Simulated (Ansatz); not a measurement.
**Worked example: basis-set limit for SF2 (sulfur difluoride)**

SF2: 3 atoms, total charge 0, spin state singlet. SMILES: `FSF`. The coordinates come from a PBE0-D4/def2-TZVP relaxation.

```xyz
3

F     0.4401    1.1164    0.3654
S    -0.6020    0.1265   -0.3152
F     0.1618   -1.2430   -0.0502
```

CCSD(T) energies, 7 core orbitals frozen (Ansatz 0.2.0):

```
  basis  X  functions  Hartree–Fock (Eh)  correlation (Eh)
cc-pVDZ  2         46        -596.333157         -0.527382
cc-pVTZ  3         94        -596.438912         -0.709714
cc-pVQZ  4        169        -596.464639         -0.773072
```

The correlation energy converges as X⁻³, the Hartree–Fock energy about exponentially.

**Question.** Estimate the basis-set limit from the two largest sets.

**Answer.** 
1. Correlation: E(∞) = (4³ E(4) − 3³ E(3))/(4³ − 3³) = (64 × (-0.773072) − 27 × (-0.709714))/37 = -0.819306 Eh.
2. Hartree–Fock: successive steps shrink by 0.243; summing the geometric tail gives -596.464639 + (-0.025727) × 0.243/(1 − 0.243) = -596.472910 Eh.
3. Total: -596.472910 + (-0.819306) = -597.292216 Eh.
4. cc-pVQZ holds 94.4 % of the extrapolated correlation energy, cc-pVTZ 86.6 %.

This is an estimate of the method's limit, not an exact energy.
